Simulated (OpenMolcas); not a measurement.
**AlNH4 (SMILES [NH2][AlH2]): the energy, rung by rung**

The species is AlNH4 (6 atoms), meant as a singlet with charge 0. As SMILES, `[NH2][AlH2]`. Geometry: a GFN2-xTB relaxation, a rough one for these elements and not checked as a minimum.

```xyz
6

N     0.0333   -0.9536    0.0825
Al   -0.0241    0.8126   -0.0759
H     0.5450   -1.6048   -0.5026
H    -0.4499   -1.5022    0.7866
H     0.0937    1.5182   -1.4412
H    -0.1981    1.7298    1.1506
```

Quantity: the energy change with the N1–H3 bond stretched from 1.014 to 1.775 Å, in eV. The values are calculated.

| level | kind | program | value (eV) |
| --- | --- | --- | --- |
| SVWN5/STO-3G (restricted) | LDA | OpenMolcas | 4.20 |
| r2SCAN/STO-3G (restricted) | meta-GGA | OpenMolcas | 4.32 |
| M06-2X/STO-3G (restricted) | hybrid meta-GGA | OpenMolcas | 4.73 |
| B2PLYP/STO-3G (restricted) | double hybrid | OpenMolcas | 4.45 |
| MP2/STO-3G (restricted) | perturbation theory | OpenMolcas | 4.59 |
| CASSCF(2,2)/STO-3G | multireference | OpenMolcas | 3.87 |
| MRCI(2,2)/STO-3G | multireference | OpenMolcas | 3.87 |
| SC-NEVPT2(2,2)/STO-3G | multireference | OpenMolcas | ? |
| ACPF/STO-3G (restricted) | coupled cluster or CI | OpenMolcas | 3.51 |
| FCI/STO-3G | exact in the basis | OpenMolcas | 3.85 |

(1) Estimate what the levels marked ? give.

Results:

(1) As computed at these levels: SC-NEVPT2(2,2)/STO-3G: 3.89 eV. The first shape isn't each level's own minimum. The values span 3.51 to 4.73 eV. All rows use very small basis sets, so even the best lies far from the true value.
